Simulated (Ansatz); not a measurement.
**BH₃+ (doublet): the correlation ladder at distance B1–H3 = 3.127 Å, aug-cc-pVDZ**

How much of the correlation energy of BH₃+ (doublet) does each wave-function method recover here?

Method: aug-cc-pVDZ, core rule «outside noble gas», up to 1 orbitals frozen; program: Ansatz 0.2.0, Gaussian basis.

To be run: UHF; CCSD(T) on ROHF; CCSD(T) on UHF; BCCD(T) on ROHF; CISD; CCSDT(Q) on ROHF; CCSDT(Q) on UHF; CASSCF and MRCISD+Q, 3 electrons in 3 orbitals; CASSCF and NEVPT2, 3 electrons in 3 orbitals; CASSCF and MRCISD+Q, 5 electrons in 7 orbitals; CASSCF and NEVPT2, 5 electrons in 7 orbitals; Full CI.

20 further runs of the same task are left out: 1 for a mislabelled method, 1 for a known fault of the program, 15 that didn't finish, 3 set aside as unsound or not needed.

### 1 What is computed

The geometry derives from a PBE0/def2-TZVP stationary point (not a proven minimum). One bond is set to the value named and the two fragments are kept rigid.

4 atoms, charge 1, spin multiplicity 2.

Atoms are counted from 1 here; the program's logs count them from 0.

Bond lengths: B1–H2 1.276 Å, B1–H4 1.276 Å. Angles: H2–B1–H4 68.5°.

### 2 UHF

Contents of in.yaml:

```yaml
crystal:
  periodic: [false, false, false]
  atoms:
    - {symbol: B, position_ang: [0.000000, 0.000000, -0.074131]}
    - {symbol: H, position_ang: [0.000000, 0.717784, -1.128877]}
    - {symbol: H, position_ang: [0.000000, 0.000000, 3.052869]}
    - {symbol: H, position_ang: [0.000000, -0.717784, -1.128877]}
basis:
  gaussian: {orbitals: aug-cc-pVDZ}
total_charge: 1
magnetization: {spin_polarized: true, initial_magnetization: 1}
hamiltonian: {xc: hf}
output: {orbitals: {seedname: orbitals}}
```

On the command line:

```
$ ansatz run in.yaml --threads 1 --pin off --events-out ev --progress --plain --max-ram 2393MiB
```

The runs that follow: CCSD(T) on ROHF; CCSD(T) on UHF; BCCD(T) on ROHF; CISD; CCSDT(Q) on ROHF; CCSDT(Q) on UHF; CASSCF and MRCISD+Q, 3 electrons in 3 orbitals; CASSCF and NEVPT2, 3 electrons in 3 orbitals; CASSCF and MRCISD+Q, 5 electrons in 7 orbitals; CASSCF and NEVPT2, 5 electrons in 7 orbitals; Full CI.

Before running them: what should the planned runs give, taken together? Wanted: FCI below the RHF energy; RMP2 from FCI; UMP2 from FCI; RCCSD from FCI; RCCSD(T) from FCI; UCCSD(T) from FCI; RCCSDT(Q) from FCI; UCCSDT(Q) from FCI; NEVPT2 pair from FCI.

**Answer**, as computed:

| quantity | value |
| --- | --- |
| FCI below the RHF energy | -3.2662 eV |
| RMP2 from FCI | +188.2 kJ/mol |
| UMP2 from FCI | +51.4 kJ/mol |
| RCCSD from FCI | +13.8 kJ/mol |
| RCCSD(T) from FCI | +1.0 kJ/mol |
| UCCSD(T) from FCI | +4.3 kJ/mol |
| RCCSDT(Q) from FCI | -1.1 kJ/mol |
| UCCSDT(Q) from FCI | -0.4 kJ/mol |
| NEVPT2 pair from FCI | +45.3 kJ/mol |
| MRCISD+Q pair from FCI | -2.2 kJ/mol |
| NEVPT2 valence from FCI | +22.3 kJ/mol |
| levels within 1 kcal/mol (43 meV) | RCCSD(T), RCCSDT, UCCSDT, RCCSDT(Q), UCCSDT(Q), MRCISD+Q pair, MRCISD valence, MRCISD+Q valence |
| T1 diagnostic | 0.307 |
| effectively unpaired electrons | 2.70 |

In words: RCCSD(T) misses by +1.0 kJ/mol, 0.3 % of the correlation energy. CCSD(T) misses by +1.0 kJ/mol on the restricted determinant and by +4.3 kJ/mol on the unrestricted one; the two need not hold the same state or core. RCCSDT(Q), UCCSDT(Q), MRCISD+Q pair fall below full CI: unrestricted runs freeze a spin-polarised core, another one than full CI's, and coupled cluster isn't variational. The occupations show strong static correlation (2.7 unpaired electrons where one determinant has 1). Coupled cluster on one determinant still stays close here. Of the multireference levels listed MRCISD+Q valence comes nearest in total energy (+0.2 kJ/mol), which doesn't show that its space is the better one. Coupled cluster took another determinant than the lowest Hartree-Fock one. These misses are within one basis, not against nature; the frozen cores of restricted and unrestricted runs differ, which can shift their rows.
